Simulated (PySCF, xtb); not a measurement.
Two structures of Al2BH5

We compare I, a singlet given by its coordinates, with II, a singlet given by its coordinates. Both are isolated molecules in the gas phase, relaxed with PBE0-D4/def2-SVP.

I (Å):

```xyz
8

Al    0.0869   -1.0976    1.0119
Al    1.7652   -0.4870   -1.4225
B     1.1366    0.5834    0.2694
H     0.7258    1.1085   -0.7818
H    -1.4813   -1.2070    0.7579
H     2.3779    0.5140    0.2081
H     0.7776   -2.0200    2.1108
H     0.7336    1.1488    1.2815
```

Close contacts (Å): Al1–Al2 3.02, Al1–B3 2.12, Al2–B3 2.10, Al1–H5 1.59, Al1–H7 1.59, Al2–H4 2.01, Al2–H6 2.01, B3–H4 1.24, B3–H6 1.24, B3–H8 1.23.

II (Å):

```xyz
8

Al    1.1047    0.4178   -0.0520
Al   -0.9874   -0.5417    1.0536
B    -0.7281    1.2937    0.2526
H     0.4313   -1.2037    0.1725
H    -0.3783    1.0570   -0.9684
H     2.4424    0.3063   -0.8994
H    -1.3081   -1.5966    2.1929
H    -1.1565    2.4083    0.3980
```

Close contacts (Å): Al1–Al2 2.55, Al1–B3 2.05, Al2–B3 2.02, Al1–H4 1.77, Al1–H5 1.86, Al1–H6 1.59, Al2–H4 1.80, Al2–H7 1.59, B3–H5 1.29, B3–H8 1.20.

Problem. Which of the two would you expect CCSD(T)/def2-SVP + ΔMP2/def2-TZVPP electronic energies to favour?

Solution. Structure I; the calculation gives E(II) − E(I) = +9.6 kcal/mol.

Level by level:

```
                             level          geometry  E(II) − E(I) (kcal/mol)  departure from the last row (kcal/mol)  job, with rough time for the two
                  PBE0-D4/def2-SVP  PBE0-D4/def2-SVP                      +7.6                                    −2.0               optimisation, 4 min
                       HF/def2-SVP  PBE0-D4/def2-SVP                     +11.0                                    +1.4           part of the CCSD(T) run
                      MP2/def2-SVP  PBE0-D4/def2-SVP                      +7.5                                    −2.1           part of the CCSD(T) run
                  CCSD(T)/def2-SVP  PBE0-D4/def2-SVP                      +9.7                                    +0.1                      single point
CCSD(T)/def2-SVP + ΔMP2/def2-TZVPP  PBE0-D4/def2-SVP                      +9.6                                                        single point, 17 s
```

None of the levels shown reverses the order. The largest departure from CCSD(T)/def2-SVP + ΔMP2/def2-TZVPP is that of MP2/def2-SVP, 2.1 kcal/mol. No reliable frequencies are at hand for I or II, so they aren't confirmed as minima. Levels run at GFN2-xTB geometries aren't shown. The last row adds to CCSD(T) the change of the MP2 difference between the two basis sets, here −0.1 kcal/mol.

The correlated steps freeze 11 core orbitals. Run with PySCF 2.14.0; the last row on 2 threads of Intel(R) Xeon(R) 6975P-C (Granite Rapids) on a shared host.
